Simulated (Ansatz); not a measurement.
`[O-][SiH3]`. The species carries charge -1 and has multiplicity 1.

Cartesian coordinates in Å:
```
O 0.3851 -0.1196 -1.6185
Si 0.0239 -0.0074 -0.1009
H 0.7267 -0.9766 0.8537
H -1.4419 -0.2295 0.2827
H 0.3062 1.3331 0.5830
```

Problem. Give the diagnostics of a CCSD(T)/def2-TZVPPD run (frozen core, Ansatz 0.2.0). (Best estimate.)

Solution. Ansatz gave: T1 = 0.0164, largest single amplitude 0.014, largest double 0.016, (T) share of the correlation energy 3.7 %, 12 CCSD cycles. The RHF solution is stable towards an unrestricted one. T1 lies under the customary mark of 0.02 for closed shells.
